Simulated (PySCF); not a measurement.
C5H9O (doublet state).
Cartesian coordinates in Å at the GFN2-xTB level; atoms count from 1:
```xyz
15
C5H9O angstrom
C      2.0421    0.4082    0.6015
C      1.2242    0.6763   -0.5768
C      0.4108   -0.6080   -0.3588
O      0.7323   -1.6629   -0.8589
C     -0.8180   -0.4369    0.5068
C     -2.0069   -0.0682   -0.3844
H      2.9071   -0.2211    0.5236
H      1.7174    0.7057    1.5803
H      1.7741    0.6282   -1.5132
H      0.6046    1.5666   -0.5091
H     -1.0261   -1.3835    1.0092
H     -0.6619    0.3403    1.2541
H     -1.8330    0.8804   -0.8879
H     -2.9107    0.0186    0.2135
H     -2.1604   -0.8357   -1.1386
```

The hyperfine couplings belong to this conformer and change with its torsions.

Identity: `[CH2]CC(=O)CC` [radical].

Theory: PySCF 2.14.0, UKS B3LYP, pcH-1 on C H O, non-relativistic, mean-field spin-orbit, GIAO. One conformer (not necessarily the lowest) at the GFN2-xTB geometry, without solvent, vibrations or thermal averaging. Couplings are sensitive to structure, and on GFN2-xTB geometries they can be far from those on DFT ones. No stability test was run, so a lower SCF solution isn't excluded.

Q: Break the g tensor into its mass correction, gauge correction and orbital-Zeeman/spin–orbit terms.

A: 
```
                    Δg (ppm)     1     2     3
relativistic mass correction  -169  -169  -169
            gauge correction    30    10    35
   orbital Zeeman/spin–orbit   264  1291  3357
                       total   125  1132  3223
```

So g = 2.00244, 2.00345, 2.00554 and g_iso = 2.00381; the tensor is rhombic: the two nearest values differ by 33 % of g3 − g1. 

Q: What effective moment and Curie constant follow for a powder?

A: With the mean of g² = 4.0153 and S(S+1) = 0.75: μ_eff = √(⟨g²⟩S(S+1)) = 1.735 μB and χT = 0.12505·⟨g²⟩·S(S+1) = 0.377 cm³ K/mol (cgs; spin-Hamiltonian part alone).

Q: At 9.331 GHz, how far is the centre of the isotropic spectrum from where a free electron (g = 2.002319) resonates?

A: B = hν/(g μB) with μB/h = 13.99624 MHz/mT gives 332.95 mT for the free electron and 332.71 mT at g_iso, 0.25 mT lower.

Q: What are the electron Larmor frequencies g μB B/h along the three axes at 3350 mT?

A: 93.8895, 93.9367, 94.0347 GHz for g1, g2 and g3, a range of 145.3 MHz.

Q: In a frozen sample, at which fields do the three g values resonate at 9.5, 34, 94 and 263 GHz (hyperfine left aside), and which band first spreads them over more than twice a line width of 0.5 mT?

A: 
```tsv
band	GHz	B(g3) mT	B(g2) mT	B(g1) mT	spread mT
X	9.5	338.44	338.79	338.96	0.52
Q	34.0	1211.25	1212.52	1213.13	1.87
W	94.0	3348.76	3352.26	3353.94	5.18
J	263.0	9369.41	9379.19	9383.91	14.50
```

The spread grows in proportion to the frequency. Q band is the first where it exceeds 1.0 mT.

The Mulliken spin populations are largest on C1 (+0.95), O4 (+0.14) and C2 (-0.07). C1 is the only atom above +0.15. The positive populations add up to 1.15 and the negative ones to -0.15, together 2S = 1. The angles at C1 add up to 359.4°, so it is planar; its axial dipolar tensor and the negative couplings of its protons fit spin in a p orbital normal to that plane.

The HOMO–LUMO gaps are 5.62 eV among the α and 4.50 eV among the β orbitals.

Time: 92 s (with the writing of density and orbital grids); peak memory 0.96 GiB. Hardware: one thread of an AMD EPYC, shared host with 64 logical CPUs at a one-minute load of 58.
